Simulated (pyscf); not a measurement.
`[CH3][SiH][CH3]` [doublet] + `[CH4]` -> `[CH3][SiH2][CH3]` + `[CH3]` [doublet], a hydrogen abstraction (doublet surface; C–H broken, H–Si formed). Structures and frequencies: ωB97X-D3(BJ)/def2-SVP in PySCF. Energies in eV from the separated reactants.

Small-basis levels: PySCF, no dispersion term, spherical d functions. Open shells are spin-unrestricted. 

Q: Quick B3LYP/6-31G* single points give ΔE‡ = 1.03 eV and ΔE = +0.74 eV. What does ωB97M-D3(BJ)/def2-TZVP give, and how far is the quick result from it?

A: ωB97M-D3(BJ)/def2-TZVP gives ΔE‡ = 0.99 eV and ΔE = +0.59 eV. B3LYP/6-31G* lies 0.05 eV over it in the barrier and 0.14 eV over it in the reaction energy, so on this step it does not hold to within 0.13 eV. ωB97M-D3(BJ)/def2-TZVP has limits of its own. One saddle was located; it need not be the lowest between these sides. The angle at the transferred H is 177°.
